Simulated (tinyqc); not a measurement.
UHF in the sto-6g basis, for CH, spin multiplicity 4, step by step. One step of it, computed by the program tinyqc.

Problem. Iteration 1: building the Fock matrix. J_ij = sum D_kl (ij|kl) with D = D(alpha) + D(beta), K_ij = sum D_kl (ik|jl) for each spin; F = H + J - K(s); E = tr D H + tr D J / 2 - 0.5 sum_s tr D(s) K(s) + E_nn.

D(alpha) at the start, lower triangle:
```
            1C 1s      1C 2s    1C 2px    1C 2py     1C 2pz     2H 1s
1C 1s    1.063294
1C 2s   -0.260513   1.072051
1C 2px   0.000000   0.000000  1.000000
1C 2py   0.000000   0.000000  0.000000  1.000000
1C 2pz  -0.002355   0.011002  0.000000  0.000000   1.013139
2H 1s    0.011886  -0.045475  0.000000  0.000000  -0.058176  0.005217
```

D(beta) at the start, lower triangle:
```
            1C 1s      1C 2s    1C 2px    1C 2py     1C 2pz     2H 1s
1C 1s    1.060849
1C 2s   -0.249665   1.023908
1C 2px   0.000000   0.000000  0.000000
1C 2py   0.000000   0.000000  0.000000  0.000000
1C 2pz  -0.050874   0.226329  0.000000  0.000000   0.050048
2H 1s    0.014196  -0.055728  0.000000  0.000000  -0.012316  0.003033
```

core Hamiltonian H = T + V (hartree), lower triangle:
```
             1C 1s      1C 2s     1C 2px     1C 2py     1C 2pz      2H 1s
1C 1s   -18.195333
1C 2s    -4.173482  -4.923743
1C 2px    0.000000   0.000000  -3.928239
1C 2py    0.000000   0.000000   0.000000  -3.928239
1C 2pz   -0.004971  -0.054898   0.000000   0.000000  -3.953579
2H 1s    -0.117298  -0.428325   0.000000   0.000000  -0.452943  -2.006555
```

Two-electron integrals (ij|kl) in chemists' order, unique and non-zero (hartree):
```
(11|11) 3.543743   (21|11) 0.529462   (21|21) 0.100317   (22|11) 0.853596
(22|21) 0.199930   (22|22) 0.624844   (31|31) 0.021271   (32|31) 0.031868
(32|32) 0.138108   (33|11) 0.853598   (33|21) 0.199930   (33|22) 0.624843
(33|33) 0.673218   (41|41) 0.021271   (42|41) 0.031868   (42|42) 0.138108
(43|43) 0.036281   (44|11) 0.853598   (44|21) 0.199930   (44|22) 0.624843
(44|33) 0.600655   (44|44) 0.673218   (51|51) 0.021271   (52|51) 0.031868
(52|52) 0.138108   (53|53) 0.036281   (54|54) 0.036281   (55|11) 0.853598
(55|21) 0.199930   (55|22) 0.624843   (55|33) 0.600655   (55|44) 0.600655
(55|55) 0.673218   (61|11) 0.015355   (61|21) 0.002811   (61|22) 0.005549
(61|33) 0.005529   (61|44) 0.005529   (61|51) 0.000187   (61|52) 0.000370
(61|55) 0.005588   (61|61) 0.000081   (62|11) 0.058576   (62|21) 0.014043
(62|22) 0.051357   (62|33) 0.050059   (62|44) 0.050059   (62|51) 0.001368
(62|52) 0.010703   (62|55) 0.053952   (62|61) 0.000410   (62|62) 0.007104
(63|31) 0.001157   (63|32) 0.006731   (63|53) 0.001854   (63|63) 0.000635
(64|41) 0.001157   (64|42) 0.006731   (64|54) 0.001854   (64|64) 0.000635
(65|11) 0.060864   (65|21) 0.014733   (65|22) 0.056506   (65|33) 0.054103
(65|44) 0.054103   (65|51) 0.002306   (65|52) 0.016911   (65|55) 0.061312
(65|61) 0.000442   (65|62) 0.009152   (65|65) 0.012206   (66|11) 0.255912
(66|21) 0.062238   (66|22) 0.255195   (66|33) 0.247279   (66|44) 0.247279
(66|51) 0.004947   (66|52) 0.053755   (66|55) 0.271025   (66|61) 0.001808
(66|62) 0.053362   (66|65) 0.074316   (66|66) 0.774999
```

nuclear repulsion = 1.53607318 hartree

Give: Coulomb J; exchange K(alpha); exchange K(beta); F(alpha); F(beta); total energy of this density.

Solution.

Coulomb J (hartree), lower triangle:
```
          1C 1s   1C 2s  1C 2px  1C 2py  1C 2pz   2H 1s
1C 1s   11.3735
1C 2s    2.0495  4.8169
1C 2px   0.0000  0.0000  4.8159
1C 2py   0.0000  0.0000  0.0000  4.8159
1C 2pz   0.0123  0.0581  0.0000  0.0000  4.8188
2H 1s    0.0584  0.3779  0.0000  0.0000  0.4109  1.8079
```

exchange K(alpha) (hartree), lower triangle:
```
         1C 1s   1C 2s  1C 2px  1C 2py  1C 2pz   2H 1s
1C 1s   3.6639
1C 2s   0.6246  1.0830
1C 2px  0.0000  0.0000  0.8995
1C 2py  0.0000  0.0000  0.0000  0.8995
1C 2pz  0.0001  0.0009  0.0000  0.0000  0.9001
2H 1s   0.0200  0.0697  0.0000  0.0000  0.0589  0.0119
```

exchange K(beta) (hartree), lower triangle:
```
         1C 1s   1C 2s  1C 2px  1C 2py  1C 2pz   2H 1s
1C 1s   3.5989
1C 2s   0.5296  0.6477
1C 2px  0.0000  0.0000  0.1491
1C 2py  0.0000  0.0000  0.0000  0.1491
1C 2pz  0.0079  0.1565  0.0000  0.0000  0.1785
2H 1s   0.0161  0.0516  0.0000  0.0000  0.0227  0.0065
```

F(alpha) (hartree), lower triangle:
```
           1C 1s    1C 2s   1C 2px   1C 2py   1C 2pz    2H 1s
1C 1s   -10.4858
1C 2s    -2.7485  -1.1898
1C 2px    0.0000   0.0000  -0.0119
1C 2py    0.0000   0.0000   0.0000  -0.0119
1C 2pz    0.0073   0.0023   0.0000   0.0000  -0.0349
2H 1s    -0.0789  -0.1201   0.0000   0.0000  -0.1009  -0.2106
```

F(beta) (hartree), lower triangle:
```
           1C 1s    1C 2s  1C 2px  1C 2py   1C 2pz    2H 1s
1C 1s   -10.4207
1C 2s    -2.6536  -0.7546
1C 2px    0.0000   0.0000  0.7385
1C 2py    0.0000   0.0000  0.0000  0.7385
1C 2pz   -0.0005  -0.1533  0.0000  0.0000   0.6868
2H 1s    -0.0750  -0.1021  0.0000  0.0000  -0.0648  -0.2052
```

total energy of this density = -37.578022 hartree
